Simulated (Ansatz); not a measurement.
**AlH3SSi (SMILES [AlH]1[SiH2][S]1): functionals against CCSD(T) at one geometry**

The task here is to estimate one member of a computed series from the others.

The runs use Ansatz 0.2.0, Gaussian basis; single points in def2-TZVPP.

Correlated methods freeze the cores.

**Starting geometry**

SMILES `[AlH]1[SiH2][S]1`, 6 atoms, charge 0, spin multiplicity 1.

Atoms are counted from 1 here; the program's logs count them from 0.

Bond lengths: Al1–Si2 2.543 Å, Al1–S3 1.963 Å, Al1–H4 1.811 Å, Si2–S3 2.397 Å, Si2–H5 1.688 Å, Si2–H6 1.466 Å. Angles: Si2–Al1–S3 62.8°, Si2–Al1–H4 130.2°, S3–Al1–H4 166.9°, Al1–Si2–S3 46.7°, Al1–Si2–H5 120.5°, Al1–Si2–H6 132.9°, S3–Si2–H5 97.5°, S3–Si2–H6 110.6°, H5–Si2–H6 100.7°, Al1–S3–Si2 70.5°.

As a file:

```
Al   -1.3670   -0.3109   -0.6463
Si    0.9102   -0.0182    0.4463
S    -0.8985    1.4867   -0.0133
H    -2.1226   -1.7750   -1.3987
H     2.1278    0.8539   -0.3331
H     1.3398    0.1015    1.8429
```

The first run:

The input, run/in.yaml:

```yaml
crystal:
  periodic: [false, false, false]
  atoms:
    - {symbol: Al, position_ang: [-1.367000, -0.310900, -0.646300]}
    - {symbol: Si, position_ang: [0.910200, -0.018200, 0.446300]}
    - {symbol: S, position_ang: [-0.898500, 1.486700, -0.013300]}
    - {symbol: H, position_ang: [-2.122600, -1.775000, -1.398700]}
    - {symbol: H, position_ang: [2.127800, 0.853900, -0.333100]}
    - {symbol: H, position_ang: [1.339800, 0.101500, 1.842900]}
basis:
  gaussian: {orbitals: def2-TZVPP}
correlation: {method: ccsd_t}
output: {forces: true}
```

No record of the launch command was kept for these runs.

Among the steps run: CCSD(T)/def2-TZVPP; PBE0-D4/def2-TZVPP; wB97M-V/def2-TZVPP; r2SCAN-D4/def2-TZVPP; PBE-D4/def2-TZVPP; BHLYP-D4/def2-TZVPP; revPBE-D4/def2-TZVPP.

One of the session's tables, all rows but one given; the rest of the session is left out.

```
   method  RMS force component (eV/Å)  angle to CCSD(T) forces (°)  dipole (D)
  CCSD(T)                       1.896                    reference        2.12
  PBE0-D4                       1.790                          3.0        2.05
  wB97M-V                       1.803                          3.6        2.22
r2SCAN-D4                       1.819                          2.4        2.00
   PBE-D4                       1.809                          4.3        1.92
 BHLYP-D4                           ?                            ?           ?
revPBE-D4                       1.824                          5.7        1.92
```

**Question.** Estimate the row for BHLYP-D4.

As computed: RMS force component (eV/Å): 1.781; angle to CCSD(T) forces (°): 4.4; dipole (D): 2.23. In the column «RMS force component (eV/Å)» it is the lowest.
